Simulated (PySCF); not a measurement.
Simulated outer-valence photoelectron spectrum of methyl(trifluoromethyl) sulfide, `CSC(F)(F)F`. Method used: EOM-IP-CCSD/aug-cc-pVDZ in PySCF, restricted Hartree–Fock reference, frozen core, non-relativistic, gas phase, PBE0-D3(BJ)/def2-SVP geometry.

Each root has a Gaussian of 0.4 eV full width with its one-hole share as area; cross sections and vibrations are left out, and the highest printed point is 100.

| ionisation energy (eV) | intensity |
| --- | --- |
| 9.4 | 1 |
| 9.6 | 10 |
| 9.8 | 36 |
| 10.0 | 32 |
| 10.2 | 7 |
| 10.4 | 0 |
| 10.6 | 0 |
| 10.8 | 0 |
| 11.0 | 0 |
| 11.2 | 0 |
| 11.4 | 0 |
| 11.6 | 0 |
| 11.8 | 0 |
| 12.0 | 3 |
| 12.2 | 23 |
| 12.4 | 40 |
| 12.6 | 18 |
| 12.8 | 2 |
| 13.0 | 0 |
| 13.2 | 3 |
| 13.4 | 22 |
| 13.6 | 40 |
| 13.8 | 19 |
| 14.0 | 2 |
| 14.2 | 0 |
| 14.4 | 0 |
| 14.6 | 2 |
| 14.8 | 21 |
| 15.0 | 72 |
| 15.2 | 100 |
| 15.4 | 54 |
| 15.6 | 27 |
| 15.8 | 67 |
| 16.0 | 66 |
| 16.2 | 17 |
| 16.4 | 1 |

Q: Where are the maxima, and how many lines lie under the curve?

A: 5 maxima, at 9.9, 12.4, 13.6, 15.2 and 15.9 eV, from 8 lines. At this width some lines have no maximum of their own.

Q: List the lines with their holes.

A: 
```
E (eV)  leading hole (HF orbital)  area  Koopmans (eV)
  9.88                       HOMO  0.96          10.57
 12.38                     HOMO-1  0.96          13.23
 13.59                     HOMO-2  0.96          14.71
 15.02                     HOMO-5  0.95          17.89
 15.20                     HOMO-3  0.95          16.52
 15.26                     HOMO-4  0.95          16.62
 15.85                     HOMO-6  0.95          18.34
 15.94                     HOMO-7  0.95          18.43
```

The widest gap, 2.50 eV, lies between 9.88 and 12.38 eV. Only orbitals with −ε under 21 eV, eight at most, were ionised, so the high end of the curve may lack lines.

Shape of the structure used: `[CH3:1][S:2][C:3]([F:4])([F:5])[F:6]`: C1–S2–C3–F4 62°.
